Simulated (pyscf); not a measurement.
H₃C–CH₂–ZnH + methyl (CH₃•) → [H₃C–CH₂–Zn]• + methane (CH₄) (hydrogen abstraction; doublet surface; H–Zn broken, C–H formed). Single points on ωB97X-D3(BJ)/def2-SVP structures (PySCF, gas phase). Rate constants from transition-state theory, ωB97M-D3(BJ)/def2-TZVP energies (ideal gas, 1 atm, RRHO with modes under 100 cm⁻¹ raised to 100, one conformer, R ln 2 for rigid chiral ones; no tunnelling), k in cm³ molecule⁻¹ s⁻¹.

```json
[
 {"T (K)": "298", "1000/T": "3.354", "log10 k": "-16.93"},
 {"T (K)": "600", "1000/T": "1.667", "log10 k": "-14.44"},
 {"T (K)": "900", "1000/T": "1.111", "log10 k": "?"},
 {"T (K)": "1200", "1000/T": "0.833", "log10 k": "-12.75"}
]
```

Fit an Arrhenius line to the three values, give the activation energy, and predict k at 900 K.

Least squares gives log10 k = -11.52 − 1.63 × 1000/T, so Ea = 1.63 × ln 10 × 1.987 = 7.5 kcal/mol, against an electronic barrier of 4.7. At 900 K the line gives -13.33; the computed value is -13.38 (ΔG‡ = 31.9 kcal/mol), close to the line. This is the saddle that the search found; another between the same sides may lie lower. The angle at the transferred H is 180°. Elements up to Kr have no core potential and no relativistic terms here.
